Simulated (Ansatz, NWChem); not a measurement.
# Relative energies of C2H6S2 isomers

2 of its isomers, all singlets with charge 0: A = dimethyl disulfide `CSSC`; B = 1,2-ethanedithiol `SCCS`.

Shapes, held fixed at every level: PBE0-D4/def2-TZVP. Flexible molecules stand in one conformer, not always the lowest. Programs: Ansatz 0.2.0, NWChem 7.3.0. A level may come from different programs for different species; with the same settings they agree closely.

Enthalpies at 298 K in kJ/mol, with harmonic thermal terms from PBE0-D4/def2-TZVP. Measured gas-phase heats of formation: A CRC Handbook of Chemistry and Physics; B CRC Handbook of Chemistry and Physics.

**Question.** From chemical knowledge, estimate the order of stability.

**Answer.** A < B in rising energy, over a span of 15 kJ/mol, by experiment. HF/cc-pVDZ, HF/def2-SVP, PBE0/def2-SVP (by under 2 kJ/mol), MP2/cc-pVDZ, CCSD/cc-pVDZ put B lowest. A flexible isomer may stand in a higher conformer, which biases the errors below by several kJ/mol. Absolute errors: B3LYP/6-31G* (spherical functions) 2.7; PBE0/def2-SVP 16.6; HF/cc-pVDZ 24.3; HF/def2-SVP 28.4; MP2/cc-pVDZ 29.4; CCSD/cc-pVDZ 31.6 kJ/mol. 

```tsv
level	kind	B − A
HF/cc-pVDZ	Hartree–Fock	-9.3
HF/def2-SVP	Hartree–Fock	-13.4
B3LYP/6-31G* (spherical functions)	global hybrid	+17.7
PBE0/def2-SVP	global hybrid	-1.6
MP2/cc-pVDZ	perturbation theory	-14.4
CCSD/cc-pVDZ	coupled cluster or CI	-16.6
measured	experiment	+15.0
```
